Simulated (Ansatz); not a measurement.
**AsH$_{4}$⁻, singlet: the ladder up to RCCSDT(Q)**

Geometry: a PBE0/def2-TZVPD stationary point for this spin, not checked as a minimum.

```json
{"atom": "As", "x (Å)": "0.0320", "y (Å)": "0.0000", "z (Å)": "0.0000"}
{"atom": "H", "x (Å)": "-0.2144", "y (Å)": "0.0000", "z (Å)": "1.8300"}
{"atom": "H", "x (Å)": "-0.9738", "y (Å)": "-1.1394", "z (Å)": "0.0000"}
{"atom": "H", "x (Å)": "-0.9738", "y (Å)": "1.1394", "z (Å)": "0.0000"}
{"atom": "H", "x (Å)": "-0.2144", "y (Å)": "0.0000", "z (Å)": "-1.8300"}
```

Basis aug-cc-pVTZ; Ansatz 0.2.0. Correlated methods freeze the noble-gas cores and the filled d shells of p-block atoms, which leaves 10 electrons in 137 orbitals. Prefix R: restricted or restricted open-shell reference. Active spaces: valence = (10e, 8o) chosen from the atoms' valence shells. No spin–orbit coupling is included, and no scalar relativity.

Full CI isn't at hand for all of this; RCCSDT(Q) serves as the reference, and is uncertain by about the last step of the cluster series.

```
UHF ⟨S²⟩                          : 0.000
T1 diagnostic (RCCSD)             : 0.0171
largest doubles amplitude (RCCSD) : 0.041
```

```tsv
level	E − E(RHF) (eV)
RMP2	-5.5628
RCCSD	-6.4270
RCCSD(T)	-6.6757
```

(1) Estimate how far RCCSDT(Q) in aug-cc-pVTZ lies from RCCSD(T). The table doesn't fix it; the size of (T) and the diagnostics are the guide.

(1) RCCSDT(Q) in aug-cc-pVTZ lies 1.53 mEh below RCCSD(T), which is 17 % of the (T) step (-9.14 mEh). The diagnostics are small and one determinant leads, so the series closes fast and only a small part of (T) is left.

The other levels:

```
                 level  E − E(RCCSDT(Q)) (mEh)  share of correlation (%)     wall time
               BCCD(T)                    1.49                     99.40  2.1 s (H100)
                RCCSDT                    0.42                     99.83             –
CASSCF (valence space)                  196.97                     20.21             –
NEVPT2 (valence space)                   46.22                     81.28  3.7 s (H100)
```

The correlation energy at RCCSDT(Q), counted from RHF, is -6.717 eV. That run took 20 s on 2 threads of AMD EPYC 7R13 with a shared H100 80 GB, shared host.

Times hold each run's SCF and search for its determinant on a shared host, so for small cases they say little of a method's own cost.

Natural occupations of CASSCF (valence space) about the gap: 1.996 1.990 1.979 1.972 1.966 0.039 0.030 0.027; effectively unpaired electrons, Σ n²(2−n)², 0.02.
